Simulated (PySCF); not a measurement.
NMR data sheet: C5H11N

| Property | Result |
| --- | --- |
| Formula | C5H11N |
| SMILES | C/C=N/C(C)C |
| InChI | InChI=1S/C5H11N/c1-4-6-5(2)3/h4-5H,1-3H3/b6-4+ |
| Point group of the computed structure | C1 |
| Degrees of unsaturation | 1 |
| Carbon signals | 4 |
| Proton signals | 4 |

Numbering as in the mapped SMILES `[CH3:1]/[CH:2]=[N:3]/[CH:4]([CH3:5])[CH3:6]`; H(Xn) means a hydrogen on atom n.

- GIAO PBE0/pcSseg-1 shieldings
- J couplings at B3LYP/pcJ-1 (spin–dipole term only in couplings to heteroatoms)
- GFN2-xTB geometry
- run in PySCF
- single conformer, one averaged value for each set of equivalent atoms, non-relativistic, isolated molecule

Shifts are taken against calculated references (same method and geometry level): ¹H (σ = 31.72 ppm), ¹³C (σ = 186.93 ppm) against TMS; NH3 for ¹⁵N (σ = 267.73 ppm).

| carbon | δC, type | δH (multiplicity, J in Hz) | HMBC from (abs. J ≥ 3 Hz) | span of the C tensor (ppm) |
| --- | --- | --- | --- | --- |
| C1 | 26.7, CH3 | 2.01 (d, 5.3) | H(C2) | 43 |
| C2 | 158.9, CH | 7.94 (q, 5.3) | H(C4), H(C1) | 180 |
| C4 | 65.9, CH | 3.15 (sept, 6.4) | H(C2), H(C5)/H(C6) | 54 |
| C5/C6 | 27.3, CH3 | 1.19 (d, 6.4) | H(C5)/H(C6) | 42 |

Other nuclei:
```tsv
atoms	nucleus	environment	δ (ppm)	σ (ppm)
N3	¹⁵N	imine nitrogen	395.7	-128.0
```

Selected couplings (Hz, signed; the shortest-range and largest first, 30 at most; isotopes ¹³C, ¹H, ¹⁵N): ¹J(C2,H(C2)) 154.5, ¹J(C4,H(C4)) 134.2, ¹J(C5,H(C5)) 133.1, ¹J(C1,H(C1)) 132.5, ¹J(C1,C2) 52.3, ¹J(C4,C5) 38.4, ¹J(C2,N3) -10.0, ¹J(N3,C4) 1.2, ²J(C1,N3) -10.5, ²J(N3,H(C2)) 4.1, ²J(N3,C5) -3.6, ²J(C2,C4) -3.1, ²J(N3,H(C4)) 1.1, ³J(C1,C4) 9.0, ³J(H(C4),H(C5)) 6.4, ³J(H(C1),H(C2)) 5.3, ³J(C2,C5) 4.3, ³J(N3,H(C1)) -3.5, ³J(N3,H(C5)) -2.9.

- Carbon types of the structure: 2 × CH, 3 × CH3, which accounts for all hydrogens.
- δC 158.9: C=N carbon.
- δC 65.9: sp3 CH bonded to N; deshielded by the electronegative neighbour.
- δC 27.3, 26.7: methyl carbon; saturated and bonded to C and H only.
- δH 7.94: hydrogen on a C=N carbon.
- δH 3.15: hydrogen on an sp3 CH bonded to N; its carbon carries N, hence the downfield position.
- The protons at 3.15 and 1.19 share a coupling of 6.4 Hz (vicinal).
- The protons at 2.01 and 7.94 share a coupling of 5.3 Hz (vicinal).

Splittings below 1 Hz are ignored in the labels, and close J values are merged. Unscaled 3J(H,H) at this level run about 10 % above measured values. Shifts are as computed. Against solution values, carbons near 30 ppm lie about +3 ppm off and those near 130 ppm about +5 ppm. Of 1211 compounds with measured shifts, 218 miss one by over three times the rms of a fit or turn the order of signals round; such compounds aren't used in these exercises. Experimental scales use liquid or dissolved standards, which lie at an offset from isolated NH3 (liquid NH3: subtract about 20 ppm). Unscaled 15N shifts of sp2 nitrogen come out 20 to 40 ppm too high even then.
